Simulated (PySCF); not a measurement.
# [CHO]+: core ionisation energies

Formyl cation, CHO (charge +1).
Bonds: C1–O2 (triple). Hydrogens: H3 on C1.

Method used: PySCF, delta-SCF UKS SCAN, pcX-2 on the ionised atom, pcseg-1 elsewhere, spin-free X2C. Vertical ΔSCF values, vacuum level as zero.

Give the core binding energies atom by atom.

| atom(s) | bonded to | level | binding energy (eV) | count |
| --- | --- | --- | --- | --- |
| C1 | O (triple bond) and H | C 1s | 307.26 | 1 |
| O2 | C (triple bond) | O 1s | 552.71 | 1 |

Which photon energy gives electrons from C 1s of C1 a kinetic energy of 20 eV, and what is their de Broglie wavelength?

hν = 307.26 + 20 = 327.26 eV, recoil neglected; λ = 12.264 Å/√(E/eV) = 2.74 Å.

Spin contamination (⟨S²⟩ against 0.75 for a pure doublet) is marked for C 1s of C1 (0.85), which makes this value less certain. The species carries charge +1, so core ionisation leaves charge +2. Geometry: PBE0-D3(BJ)/def2-SVP; no solvent, vibrations or thermal averaging.

On one thread, Arm Neoverse V2 (shared host), this took 1.4 s of wall time.
